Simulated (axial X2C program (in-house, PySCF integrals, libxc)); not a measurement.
**Levels of CO⁻ by electron attachment to CO (EOM-EA-CCSD)**

Calculated with an axial X2C code built on PySCF integrals: two-component X2C with atomic mean-field Coulomb and Gaunt terms, Gaussian nuclei, basis O dyall-av3z, C dyall-av3z with contracted cores.

R = 1.225 Å (1.090 times 1.124 Å, the PBE0 minimum at charge 0 for the lowest determinant).

Levels of CO⁻ obtained by attaching an electron to CO:

```json
{"Ω": "1/2", "binding energy (eV)": "-1.067", "above lowest (cm⁻¹)": "0", "attached spinor": "80% C pπ, 10% O pπ, 6% C dπ", "one-particle weight": "0.98"}
{"Ω": "3/2", "binding energy (eV)": "-1.069", "above lowest (cm⁻¹)": "22", "attached spinor": "80% C pπ, 10% O pπ, 6% C dπ", "one-particle weight": "0.98"}
{"Ω": "1/2", "binding energy (eV)": "-1.296", "above lowest (cm⁻¹)": "1846", "attached spinor": "89% C sσ", "one-particle weight": "0.99"}
{"Ω": "1/2", "binding energy (eV)": "-1.407", "above lowest (cm⁻¹)": "2748", "attached spinor": "89% C pσ, 6% O pσ", "one-particle weight": "1.00"}
{"Ω": "1/2", "binding energy (eV)": "-1.985", "above lowest (cm⁻¹)": "7405", "attached spinor": "70% C pπ, 11% O pπ, 8% O dπ", "one-particle weight": "0.96"}
{"Ω": "3/2", "binding energy (eV)": "-1.989", "above lowest (cm⁻¹)": "7437", "attached spinor": "70% C pπ, 11% O pπ, 8% O dπ", "one-particle weight": "0.96"}
{"Ω": "1/2", "binding energy (eV)": "-3.664", "above lowest (cm⁻¹)": "20948", "attached spinor": "79% O pσ, 9% C dσ", "one-particle weight": "0.99"}
```

Negative binding energies belong to unbound states, resonances or levels that the basis set holds; within some tenths of an eV of zero the sign is not settled.

This point took 8.3 s on 1 thread of Arm Neoverse V1, with other jobs on the host.

Reference electrons by ω block (each with its −ω partner): 1/2: 6, 3/2: 1. 10 electrons of CO correlated (inner shells frozen), 92 natural virtual spinors (a truncated set); levels can be off by some tenths of an eV. Roots sought by Ω: (1/2: 5, 3/2: 4, 5/2: 2, 7/2: 1); rows need 60 % one-particle weight and stop where some Ω has no more roots. Missing are any skipped roots, higher Ω and states of a further excitation; these come out far too high here and may in truth be low or lowest. T1 of the reference 0.025 (Lee–Taylor). Number of frozen shells: O 1 s; C 1 s.
